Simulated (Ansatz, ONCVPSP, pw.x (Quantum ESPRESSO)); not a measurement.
**What a changed setting does to a pw.x run (bcc Ta)**

Potential: optimised norm-conserving Vanderbilt (ONCV), ONCVPSP 4.0.1, PBEsol; core [Kr] 4d10 4f14, reference 5s2 5p6 5d3 6s2; waves: 5s+6s: rc 1.55 bohr, ncon 3, nbas 6, qcut 7.3 1/bohr, 2 projectors; 5p: rc 2.05 bohr, ncon 4, nbas 9, qcut 5.4 1/bohr, 2 projectors, debl 0.2 Ha; 5d: rc 2.70 bohr, ncon 4, nbas 9, qcut 6 1/bohr, 2 projectors, debl 3.8 Ha; local part: polynomial inside 1.25 bohr (lpopt 5, dvloc0 0 Ha); core correction: none. In the p channel the program set the typed energies aside and used -1.449, 0.250 Ha.

The reference run (k-mesh 14³, cutoffs 55/220 Ry, Fermi–Dirac 0.01 Ry, mixing_beta 0.4, conv_thr 1e-9, no spin) gives -0.48 GPa at 17.551 Å³/atom, where all-electron LAPW gives 1.56 GPa. This run, with its own iteration cap, changes degauss to 0.005.

```
&control
  calculation='scf', prefix='x', pseudo_dir='./', outdir='./tmp', tstress=.true., disk_io='none'
/
&system
  ibrav=0, nat=1, ntyp=1, ecutwfc=55, ecutrho=220, nbnd=14,
  occupations='smearing', smearing='fd', degauss=0.005
/
&electrons
  conv_thr=1e-09, mixing_beta=0.4, electron_maxstep=60
/
ATOMIC_SPECIES
Ta 1.0 Ta.UPF
CELL_PARAMETERS angstrom
  -1.63712042 1.63712042 1.63712042
  1.63712042 -1.63712042 1.63712042
  1.63712042 1.63712042 -1.63712042
ATOMIC_POSITIONS crystal
Ta 0.0000 0.0000 0.0000
K_POINTS automatic
14 14 14 0 0 0
```

```bash
pw.x < Ta.scf.in > Ta.scf.out
```

**Question.** How does the run end?

**Answer.** It converges in 7 iterations; the free energy moves by +27.1 meV/atom and the pressure by -0.09 GPa. In a metal, with Fermi–Dirac smearing, F lies below its zero-width value by a term in the square of the width.

```
Message from routine setup:
     using ibrav=0 with symmetry is DISCOURAGED, use correct ibrav instead
     lattice parameter (alat)  =       5.3585  a.u.
     unit-cell volume          =     118.4400 (a.u.)^3
     number of electrons       =        13.00
     number of Kohn-Sham states=           14
     kinetic-energy cutoff     =      55.0000  Ry
     charge density cutoff     =     220.0000  Ry
     scf convergence threshold =      1.0E-09
     Exchange-correlation= PBESOL
     number of k points=   104  Fermi-Dirac smearing, width (Ry)=  0.0050
     iteration #  1     ecut=    55.00 Ry     beta= 0.40
     total energy              =    -117.11894318 Ry
     estimated scf accuracy    <       0.02252655 Ry
     iteration #  2     ecut=    55.00 Ry     beta= 0.40
     total energy              =    -117.11866315 Ry
     estimated scf accuracy    <       0.00380523 Ry
     iteration #  3     ecut=    55.00 Ry     beta= 0.40
     total energy              =    -117.11918986 Ry
     estimated scf accuracy    <       0.00016449 Ry
     iteration #  4     ecut=    55.00 Ry     beta= 0.40
     total energy              =    -117.11919772 Ry
     estimated scf accuracy    <       0.00000319 Ry
     iteration #  5     ecut=    55.00 Ry     beta= 0.40
     total energy              =    -117.11919832 Ry
     estimated scf accuracy    <       0.00000019 Ry
     iteration #  6     ecut=    55.00 Ry     beta= 0.40
     total energy              =    -117.11919835 Ry
     estimated scf accuracy    <          9.8E-09 Ry
     iteration #  7     ecut=    55.00 Ry     beta= 0.40
     the Fermi energy is    18.7638 ev
!    total energy              =    -117.11919835 Ry
     estimated scf accuracy    <          2.9E-10 Ry
     smearing contrib. (-TS)   =      -0.00127259 Ry
     The total energy is F=E-TS. E is the sum of the following terms:
     one-electron contribution =     -18.65095633 Ry
     hartree contribution      =      14.46573393 Ry
     xc contribution           =     -13.53253221 Ry
     ewald contribution        =     -99.40017115 Ry
     convergence has been achieved in   7 iterations
          total   stress  (Ry/bohr**3)                   (kbar)     P=       -5.68
     Message from routine punch:
     Nothing written, as per user request (disk_io='none')
```

The run took about 16 s on one core of a shared host (Intel(R) Xeon(R) Platinum 8259CL CPU @ 2.50GHz, 96 threads, 755 GiB, load 63).
